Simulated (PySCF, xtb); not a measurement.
Homolysis of single bonds, series allenyl-X. All species are isolated molecules in the gas phase. One relaxed conformer stands for each flexible species; it need not be the lowest. Strings in code marks are SMILES.

Quantity: homolytic bond dissociation enthalpy at 298 K (no spin–orbit term), in eV. Thermal and zero-point terms are GFN2-xTB rigid-rotor harmonic values (xtb).

A: C–O bond of `C=C=COC`, giving `C[O]` and `[CH]=C=C`
B: C–O bond of `C=C=CO`, giving `[CH]=C=C` and `[OH]`
C: C–Ge bond of `C=C=[CH][GeH3]`, giving `[CH]=C=C` and `[GeH3]`

Question: Put the candidates in order of homolytic bond dissociation enthalpy at 298 K (no spin–orbit term), lowest first, for PBE-D3(BJ)/def2-TZVP // B3LYP-D3(BJ)/def2-TZVP (PySCF).

Answer: C (2.96 eV), A (3.26 eV), B (3.90 eV)
